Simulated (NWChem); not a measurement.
The numbers come from NWChem runs, not from measurements. System: chlorine (Cl$_{2}$), charge 0, spin multiplicity 1, at a geometry optimised with PBE0/def2-SVP. Level: RHF/def2-TZVP.

Input file:

```
start mol
memory heap 200 mb stack 800 mb global 1000 mb
geometry units angstroms nocenter noautoz
  Cl     0.000000     0.000000     1.012768
  Cl     0.000000     0.000000    -1.012768
  symmetry group D2h
end
basis spherical
  * library def2-tzvp
end
scf
  rhf
  nopen 0
  maxiter 100
  thresh 1e-7
  semidirect memsize 60000000 filesize 0
end
task scf energy
```

NWChem printed:

```
             Northwest Computational Chemistry Package (NWChem) 7.3.0
             --------------------------------------------------------

                                NWChem Input Module
                                -------------------

 Scaling coordinates for geometry "geometry" by  1.889725989
 (inverse scale =  0.529177249)

 Turning off AUTOSYM since
 SYMMETRY directive was detected!

                             Geometry "geometry" -> ""
                             -------------------------

 Output coordinates in angstroms (scale by  1.889725989 to convert to a.u.)

  No.       Tag          Charge          X              Y              Z
 ---- ---------------- ---------- -------------- -------------- --------------
    1 Cl                  17.0000     0.00000000     0.00000000     1.01276800
    2 Cl                  17.0000     0.00000000     0.00000000    -1.01276800

 Effective nuclear repulsion energy (a.u.)      75.5021016466

            Nuclear Dipole moment (a.u.)
            ----------------------------
        X                 Y               Z
 ---------------- ---------------- ----------------
     0.0000000000     0.0000000000     0.0000000000

      Symmetry information
      --------------------

 Group name             D2h
 Group number             26
 Group order               8
 No. of unique centers     1

      Symmetry unique atoms

     1


 Summary of "ao basis" -> "" (spherical)
 ------------------------------------------------------------------------------
       Tag                 Description            Shells   Functions and Types
 ---------------- ------------------------------  ------  ---------------------
 *                         def2-tzvp                  on all atoms

 Summary of "ao basis" -> "ao basis" (spherical)
 ------------------------------------------------------------------------------
       Tag                 Description            Shells   Functions and Types
 ---------------- ------------------------------  ------  ---------------------
 Cl                        def2-tzvp                13       37   5s5p2d1f

                                 NWChem SCF Module
                                 -----------------

  ao basis        = "ao basis"
  functions       =    74
  atoms           =     2
  closed shells   =    17
  open shells     =     0
  charge          =   0.00
  wavefunction    = RHF
  use symmetry    = T
  symmetry adapt  = T

 Summary of "ao basis" -> "ao basis" (spherical)
 ------------------------------------------------------------------------------
       Tag                 Description            Shells   Functions and Types
 ---------------- ------------------------------  ------  ---------------------
 Cl                        def2-tzvp                13       37   5s5p2d1f

      Symmetry analysis of basis
      --------------------------

        ag         16
        au          3
        b1g         3
        b1u        16
        b2g         9
        b2u         9
        b3g         9
        b3u         9

 Forming initial guess at       0.1s

      Superposition of Atomic Density Guess
      -------------------------------------

 Sum of atomic energies:        -918.95537721

      Non-variational initial energy
      ------------------------------

 Total energy =    -919.043424
 1-e energy   =   -1420.630974
 2-e energy   =     426.085448
 HOMO         =      -0.353281
 LUMO         =      -0.124545

      Symmetry analysis of molecular orbitals - initial
      -------------------------------------------------

 !! scf_movecs_sym_adapt:   48 vectors were symmetry contaminated

  Symmetry fudging

 !! scf_movecs_sym_adapt:   44 vectors were symmetry contaminated

  Numbering of irreducible representations:

     1 ag          2 au          3 b1g         4 b1u         5 b2g
     6 b2u         7 b3g         8 b3u

  Orbital symmetries:

     1 b1u         2 ag          3 ag          4 b1u         5 ag
     6 b1u         7 b2u         8 b3u         9 b3g        10 b2g
    11 ag         12 b1u        13 ag         14 b2u        15 b3u
    16 b3g        17 b2g        18 b1u        19 ag         20 b1u
    21 b2u        22 b3u        23 b3u        24 b2u        25 b2g
    26 b3g        27 ag

 Starting SCF solution at       0.6s

 ----------------------------------------------
         Quadratically convergent ROHF

 Convergence threshold     :          1.000E-07
 Maximum no. of iterations :          100
 Final Fock-matrix accuracy:          1.000E-09
 ----------------------------------------------

              iter       energy          gnorm     gmax       time
             ----- ------------------- --------- --------- --------
                 1     -918.9643690698  5.16D-01  2.03D-01      0.6
                 2     -918.9804670175  1.37D-01  3.69D-02      0.7
                 3     -918.9819702575  8.95D-03  2.63D-03      0.7
                 4     -918.9819778780  1.03D-05  3.12D-06      0.7
                 5     -918.9819778780  3.55D-09  2.01D-09      0.8

       Final RHF  results
       ------------------

         Total SCF energy =   -918.981977877962
      One-electron energy =  -1420.199553674607
      Two-electron energy =    425.715474150013
 Nuclear repulsion energy =     75.502101646632

        Time for solution =      0.2s

       Symmetry analysis of molecular orbitals - final
       -----------------------------------------------

  Numbering of irreducible representations:

     1 ag          2 au          3 b1g         4 b1u         5 b2g
     6 b2u         7 b3g         8 b3u

  Orbital symmetries:

     1 b1u         2 ag          3 ag          4 b1u         5 ag
     6 b1u         7 b3u         8 b2u         9 b2g        10 b3g
    11 ag         12 b1u        13 ag         14 b3u        15 b2u
    16 b2g        17 b3g        18 b1u        19 ag         20 b1u
    21 b3u        22 b2u        23 b3u        24 b2u        25 b2g
    26 b3g        27 b1g

             Final eigenvalues
             -----------------

              1
    1 -104.8963
    2 -104.8963
    3  -10.6205
    4  -10.6204
    5   -8.0874
    6   -8.0871
    7   -8.0849
    8   -8.0849
    9   -8.0849
   10   -8.0849
   11   -1.2074
   12   -1.0184
   13   -0.5902
   14   -0.5640
   15   -0.5640
   16   -0.4464
   17   -0.4464
   18    0.0302
   19    0.3903
   20    0.4214
   21    0.4590
   22    0.4590
   23    0.4822
   24    0.4822
   25    0.5141
   26    0.5141
   27    0.5555

                       ROHF Final Molecular Orbital Analysis
                       -------------------------------------

 Vector   15  Occ=2.000000D+00  E=-5.640374D-01  Symmetry=b2u
              MO Center=  2.8D-34,  1.1D-18, -3.9D-17, r^2= 2.0D+00
   Bfn.  Coefficient  Atom+Function         Bfn.  Coefficient  Atom+Function
  ----- ------------  ---------------      ----- ------------  ---------------
    16      0.386932  1 Cl py                53      0.386932  2 Cl py
    19      0.206897  1 Cl py                56      0.206897  2 Cl py
    13      0.174995  1 Cl py                50      0.174995  2 Cl py

 Vector   16  Occ=2.000000D+00  E=-4.464192D-01  Symmetry=b2g
              MO Center=  2.9D-21, -8.3D-34,  7.0D-17, r^2= 2.3D+00
   Bfn.  Coefficient  Atom+Function         Bfn.  Coefficient  Atom+Function
  ----- ------------  ---------------      ----- ------------  ---------------
    15      0.415709  1 Cl px                52     -0.415709  2 Cl px
    18      0.287220  1 Cl px                55     -0.287220  2 Cl px
    12      0.196351  1 Cl px                49     -0.196351  2 Cl px
     6     -0.150202  1 Cl px                43      0.150202  2 Cl px

 Vector   17  Occ=2.000000D+00  E=-4.464192D-01  Symmetry=b3g
              MO Center=  1.1D-33,  1.7D-21,  1.5D-17, r^2= 2.3D+00
   Bfn.  Coefficient  Atom+Function         Bfn.  Coefficient  Atom+Function
  ----- ------------  ---------------      ----- ------------  ---------------
    16      0.415709  1 Cl py                53     -0.415709  2 Cl py
    19      0.287220  1 Cl py                56     -0.287220  2 Cl py
    13      0.196351  1 Cl py                50     -0.196351  2 Cl py
     7     -0.150202  1 Cl py                44      0.150202  2 Cl py

 Vector   18  Occ=0.000000D+00  E= 3.015612D-02  Symmetry=b1u
              MO Center=  1.2D-15,  2.5D-17, -4.3D-14, r^2= 3.2D+00
   Bfn.  Coefficient  Atom+Function         Bfn.  Coefficient  Atom+Function
  ----- ------------  ---------------      ----- ------------  ---------------
    20      0.667038  1 Cl pz                57      0.667038  2 Cl pz
     5     -0.460028  1 Cl s                 42      0.460028  2 Cl s
    17      0.362289  1 Cl pz                54      0.362289  2 Cl pz
    14      0.178048  1 Cl pz                51      0.178048  2 Cl pz

 Vector   19  Occ=0.000000D+00  E= 3.902936D-01  Symmetry=ag
              MO Center=  1.4D-14, -8.4D-15,  5.1D-13, r^2= 4.0D+00
   Bfn.  Coefficient  Atom+Function         Bfn.  Coefficient  Atom+Function
  ----- ------------  ---------------      ----- ------------  ---------------
    20      0.777906  1 Cl pz                57     -0.777906  2 Cl pz
    17     -0.553778  1 Cl pz                54      0.553778  2 Cl pz
    28      0.273808  1 Cl d  0              65      0.273808  2 Cl d  0

 Vector   20  Occ=0.000000D+00  E= 4.214450D-01  Symmetry=b1u
              MO Center= -3.0D-16,  1.2D-17, -4.4D-13, r^2= 6.4D+00
   Bfn.  Coefficient  Atom+Function         Bfn.  Coefficient  Atom+Function
  ----- ------------  ---------------      ----- ------------  ---------------
    20      1.583853  1 Cl pz                57      1.583853  2 Cl pz
     5     -0.939451  1 Cl s                 42      0.939451  2 Cl s
    17     -0.668631  1 Cl pz                54     -0.668631  2 Cl pz
    28     -0.304119  1 Cl d  0              65      0.304119  2 Cl d  0

 center of mass
 --------------
 x =   0.00000000 y =   0.00000000 z =   0.00000000

 moments of inertia (a.u.)
 ------------------
         256.170407256312           0.000000000000           0.000000000000
           0.000000000000         256.170407256312           0.000000000000
           0.000000000000           0.000000000000           0.000000000000

  Mulliken analysis of the total density
  --------------------------------------

    Atom       Charge   Shell Charges
 -----------   ------   -------------------------------------------------------
    1 Cl  17    17.00   2.01  0.45  1.52  1.13  0.85  4.18  1.69  1.04  2.77  1.28  0.01  0.06  0.01
    2 Cl  17    17.00   2.01  0.45  1.52  1.13  0.85  4.18  1.69  1.04  2.77  1.28  0.01  0.06  0.01

       Multipole analysis of the density wrt the origin
       ------------------------------------------------

     L   x y z        total         open         nuclear
     -   - - -        -----         ----         -------
     0   0 0 0     -0.000000      0.000000     34.000000

     1   1 0 0     -0.000000      0.000000      0.000000
     1   0 1 0      0.000000      0.000000      0.000000
     1   0 0 1     -0.000000      0.000000      0.000000

     2   2 0 0    -18.968947      0.000000      0.000000
     2   1 1 0     -0.000000      0.000000      0.000000
     2   1 0 1     -0.000000      0.000000      0.000000
     2   0 2 0    -18.968947      0.000000      0.000000
     2   0 1 1      0.000000      0.000000      0.000000
     2   0 0 2    -16.319322      0.000000    124.536464

 Task  times  cpu:        0.8s     wall:        0.8s

 Total times  cpu:        0.8s     wall:        0.8s
```
